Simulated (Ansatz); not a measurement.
Geometry optimisation, RKS BLYP-D4/def2-SVP in Ansatz 0.2.0.

Input file:

```yaml
crystal:
  periodic: [false, false, false]
  atoms:
    - { symbol: Si, position_ang: [-0.157452, 0.10132, -0.95193] }
    - { symbol: C, position_ang: [1.360657, -0.062385, 1.714995] }
    - { symbol: H, position_ang: [0.450699, -0.682827, 1.807706] }
    - { symbol: H, position_ang: [2.062022, -0.358994, 2.515824] }
    - { symbol: H, position_ang: [1.099867, 1.00621, 1.821702] }
    - { symbol: H, position_ang: [1.866382, -0.230997, 0.740839] }
    - { symbol: F, position_ang: [-0.835338, 1.370649, -0.128617] }
    - { symbol: H, position_ang: [-1.005436, -1.036975, -0.30172] }
basis:
  gaussian: { orbitals: def2-SVP }
hamiltonian:
  xc: blyp
  dispersion: d4
relax:
  f_tol: 0.03
  max_steps: 50
output:
  orbitals: {}
```

Command:

```bash
$ ansatz run input.yaml --threads 1 --pin off --max-ram 2048MiB --backend cpu --events-out ev --progress --plain --runs-dir out
```

Question: Where does it end, and by what steps?

Answer: The forces met the threshold. The force dipped under the threshold on the way, but the program's further checks kept it going. After 21 steps the energy has fallen by 0.021 eV; H3 moved furthest, 0.70 Å.

```csv
step,energy less start (eV),largest force component (eV/Å),accepted
0,0.0000,0.146,yes
1,-0.0030,0.151,yes
2,0.0107,0.523,no
3,-0.0081,0.034,yes
4,-0.0116,0.074,yes
5,-0.0130,0.023,yes
6,-0.0131,0.063,yes
7,-0.0135,0.040,yes
8,-0.0141,0.015,yes
9,-0.0119,0.265,no
10,-0.0149,0.030,yes
11,-0.0147,0.172,no
12,-0.0153,0.042,yes
13,-0.0163,0.022,yes
14,-0.0172,0.105,yes
15,-0.0180,0.100,yes
16,-0.0172,0.202,no
17,-0.0191,0.152,yes
18,-0.0200,0.131,yes
19,-0.0187,0.219,no
20,-0.0207,0.054,yes
21,-0.0213,0.027,yes
```

```xyz
8
Properties=species:S:1:pos:R:3
Si -0.091 0.166 -1.044
C 1.315 -0.169 1.790
H 0.824 -1.021 2.296
H 2.267 0.086 2.294
H 0.643 0.709 1.792
H 1.561 -0.461 0.742
F -0.637 1.590 -0.390
H -1.041 -0.794 -0.261
```

Whether the end is a true minimum wasn't checked by a vibrational analysis.

Run time: 34 s on 1 thread of Arm Neoverse V2, with other jobs on the host, peak memory 0.13 GiB.
